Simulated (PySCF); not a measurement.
2-cyclobutene-1-one, C4H4O.
SMILES with atom numbers: `[O:1]=[C:2]1[CH:3]=[CH:4][CH2:5]1` (hydrogens: H6 on C3; H7 on C4; H8, H9 on C5)

The closed-shell ground state was solved at several levels (PySCF, density fitting, gas phase, non-relativistic). Isolated species at its GFN2-xTB geometry, gas phase.

| level | basis functions | total energy (Eh) | HOMO (eV) | LUMO (eV) | gap (eV) | dipole (D) |
| --- | --- | --- | --- | --- | --- | --- |
| B3LYP/pcJ-1 | 175 | -230.0016 | -7.11 | -1.74 | 5.37 | 3.38 |
| PBE0/pcSseg-1 | 105 | -229.7017 | -7.39 | -1.55 | 5.84 | 3.36 |

(1) What might B3LYP/def2-SVPD (135 basis functions) give for the same quantities?

(2) Over all these levels, which gives the widest orbital gap and which the narrowest?

(3) How far do the dipole and the HOMO energy spread over the levels?

Results:

(1) Total energy -229.8367 Eh, HOMO -7.19 eV, LUMO -1.85 eV, gap 5.34 eV, dipole 3.61 D.

(2) PBE0/pcSseg-1 (global hybrid, 25 % exact exchange) has the widest, 5.84 eV, and B3LYP/def2-SVPD (global hybrid, 20 % exact exchange) the narrowest, 5.34 eV. Functional and basis both differ between the two, so the spread mixes both effects.

(3) The dipole runs from 3.36 to 3.61 D (mean 3.45 D) and the HOMO from -7.39 to -7.11 eV.
